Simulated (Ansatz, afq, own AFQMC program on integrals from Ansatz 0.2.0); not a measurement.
# SbH₃, singlet in def2-TZVP, levels against CCSDT(Q)

```yaml
atoms:
  - { symbol: Sb, position_ang: [0.4600, -0.3123, -0.4683] }
  - { symbol: H, position_ang: [0.8456, 0.0730, 1.1582] }
  - { symbol: H, position_ang: [-1.0431, -0.9868, 0.0097] }
  - { symbol: H, position_ang: [-0.2626, 1.2262, -0.6996] }
```

Basis def2-TZVP with its core potentials. Only valence electrons are correlated. Integrals, coupled cluster, full CI and functionals: Ansatz 0.2.0; the random walks run on the same integrals in our own AFQMC program. ph-AFQMC/CISD is guided by a CISD state made of CCSD amplitudes; releasing the constraint for a short imaginary time cuts its bias at the price of noise, slowly where states lie close. ± is one standard error of the sampling. No spin–orbit coupling.

Determinant: RHF, the one that the program's search chose, which needn't be the lowest solution. The geometry is a PBE0/def2-SVP stationary point of this or a neighbouring charge and spin state.

No full CI on the walks' own integrals is used here; CCSDT(Q) serves as the reference and is uncertain by about the last step of the cluster series.

Cautions: no spin-orbit coupling; inner d shell frozen.

- T1 diagnostic: 0.0150
- weight of the determinant in the CISD state: 0.900
- size of the correlated space: 8 electrons in 59 orbitals

| level | correlation energy (eV) |
| --- | --- |
| MP2 | -3.5578 |
| CCSD | -4.3454 |
| CCSD(T) | -4.4708 |

(1) Estimate where phaseless AFQMC with a CISD trial lies against CCSD(T) on the same integrals.

(1) 2.3 ± 0.2 kJ/mol below CCSD(T).

Reference: CCSDT(Q), correlation energy -4.497 eV. The released energy is read at 2.40 1/Eh (meV from the phaseless value at times in 1/Eh: -0.9 ± 1.9 at 0.24, 0.0 ± 1.5 at 0.51, -2.2 ± 1.2 at 0.99, -1.1 ± 1.0 at 1.62, -4.0 ± 1.6 at 2.40).

| level | E − E(reference) (kJ/mol) | share of correlation (%) |
| --- | --- | --- |
| CCSD(T) | 2.5 | 99.42 |
| CCSDT | 0.4 | 99.90 |
| ph-AFQMC/CISD | 0.2 ± 0.2 | 99.96 |
| released AFQMC | -0.2 ± 0.2 | 100.05 |

Released energies are given only where the last usable release times agree within the noise; a slower fall can still hide under it.
